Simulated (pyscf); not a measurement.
Routes from methane (CH₄) + H₃C–AlH–NH₂

Candidate steps break at most two bonds and form at most two. Each was searched with GFN2-xTB (tblite) first. Structures and frequencies: ωB97X-D3(BJ)/def2-SVP in PySCF. Energies: ωB97M-D3(BJ)/def2-TZVP, kcal/mol, from the separated reactants, singlet surface; ΔG‡ with ideal gas, 1 atm, RRHO with modes under 100 cm⁻¹ raised to 100, one conformer, R ln 2 for chiral ones without a mode under 150 cm⁻¹.

```
products                              type   ΔE‡     ΔE  ΔG‡ 298 K  ΔG‡ 900 K  ν‡ (cm⁻¹)
--------------------  --------------------  ----  -----  ---------  ---------  ---------
H₃C–AlH–CH₃ + NH₃     four-centre exchange  30.2  +25.5       38.3       57.6      1519i
H₃C–Al(CH₃)–NH₂ + H₂  four-centre exchange  39.0   +6.5       46.4       64.2      1429i
```

Row 1: On the product side the descent ends in an adduct with a Al–N contact (not fully relaxed), 28.8 kcal/mol under the separated species and 32.3 kcal/mol under the saddle at ωB97X-D3(BJ)/def2-TZVP. 

Plain bond fissions and candidates not yet searched are not listed, and one of them may be faster. Each barrier is that of the saddle found; lower ones may exist.
